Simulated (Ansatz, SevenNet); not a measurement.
For tetradymite Bi2Se3, the machine-learned potential SevenNet-0 (trained on PBE and PBE+U data) gives:

```
Item                    Value
-------------------  --------
lattice constant a    4.200 Å
lattice parameter c  30.385 Å
```

Problem. What does r²SCAN in Ansatz (plane waves, PAW) give for the same quantities?

Solution. 
- lattice constant a: 4.164 Å (drops by 0.9 %)
- lattice parameter c: 30.201 Å (shrinks by 0.6 %)

For comparison: lattice constant a 4.143 Å (measured, temperature not stated, not corrected to a static lattice; as tabulated in Luo et al. (2012), arXiv:1308.1523); lattice parameter c 28.636 Å (measured, temperature not stated, not corrected to a static lattice; as tabulated in Luo et al. (2012), arXiv:1308.1523).

Changes are worked out from the printed values.

Unless a cell is named, each level is at its own relaxed cell (SevenNet-0 30.94, r²SCAN 30.24 Å³/atom).

Levels without +SOC leave out spin–orbit coupling, which shifts energies and cells of such heavy elements.

Caveats: for a layered or molecular solid the relaxed cell lies over 5 % above the published volume, where the minimum can be shallow (r²SCAN); the cell comes from a level without a dispersion term, which matters for the spacing of layers, chains or molecules (r²SCAN). Ansatz's density-functional and Hartree–Fock values are scalar-relativistic unless marked +SOC, with PAW data made under PBE.

Ansatz is an electronic-structure program.
